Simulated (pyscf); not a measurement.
O=SnH–SH → O=Sn: [singlet] + H₂S (1,1-elimination; singlet surface; S–Sn, H–Sn broken, H–S formed). Single points on ωB97X-D3(BJ)/def2-SVP structures (PySCF, gas phase). Correlated levels are frozen-core, on RHF or UHF. ΔMP2 is the change of the MP2 total energy from the triple- to the quadruple-zeta basis. Energies in kcal/mol from the reactant's lowest minimum found.

```csv
level,barrier,reaction energy
ωB97X-D3(BJ)/def2-TZVP,45.1,-2.4
PBE/def2-TZVP,29.4,-9.4
PBE0-D3(BJ)/def2-TZVP,36.8,-6.2
ωB97M-D3(BJ)/def2-TZVP,___,-10.9
HF/def2-TZVP,57.1,-10.6
MP2/def2-QZVPP,37.1,-14.6
CCSD(T)/def2-TZVPP + ΔMP2(QZVPP),___,___
```

Task: Complete the blanks.

Result: 
- ωB97M-D3(BJ)/def2-TZVP, barrier: 41.9
- CCSD(T)/def2-TZVPP + ΔMP2(QZVPP), barrier: 38.4
- CCSD(T)/def2-TZVPP + ΔMP2(QZVPP), reaction energy: -11.5

On the reactant side the descent ends in a point that may be a rotor saddle (no frequency run), 1.2 kcal/mol over the lowest minimum found and 43.8 kcal/mol under the saddle at ωB97X-D3(BJ)/def2-TZVP. On the product side the descent ends in a complex (not fully relaxed), 7.6 kcal/mol under the separated species and 55.0 kcal/mol under the saddle at ωB97X-D3(BJ)/def2-TZVP. O=SnH–SH lies 62.1 kcal/mol over its isomer HO–Sn:–SH [singlet] (electronic energy, ωB97M-D3(BJ)/def2-TZVP). One saddle was located; it need not be the lowest between these sides. The CCSD(T) − MP2 part came from Ansatz, without density fitting, on the same reference. The largest closed-shell T1 diagnostic is 0.033, which may signal static correlation. The frozen core leaves the outer d or s,p core shells of the metals and heavy elements correlated in the MP2 and CC values, and def2-TZVPP describes them poorly, which can shift differences by a few kcal/mol. Elements past Kr carry the def2 core potentials, without spin-orbit coupling.
